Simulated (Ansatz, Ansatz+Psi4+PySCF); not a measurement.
```yaml
atoms:
  - { symbol: Be, position_ang: [0.0000, 0.0000, 0.0000] }
  - { symbol: F, position_ang: [0.0000, 0.0000, 1.4753] }
```

Basis set: cc-pCVTZ on Be; cc-pVTZ on F (spherical functions). Correlated methods keep 1 orbital frozen. Charge 0, multiplicity 2.

Computed with Ansatz (development build ahead of 0.2.0); the reference of a correlated method needn't be the lowest determinant of its kind.

(1) Give the atomization energy at this shape (free ground-state atoms in the same class of orbitals less the molecule, no zero-point energy) of doublet BeF by UHF-CCSD(T), UHF-CCSD.

Results:

(1)

| method | atomization energy |
| --- | --- |
| UHF-CCSD(T) | 536.8 kJ/mol |
| UHF-CCSD | 524.3 kJ/mol |

Caution: the reference determinant was not shown to be the lowest; the shape is not the minimum.
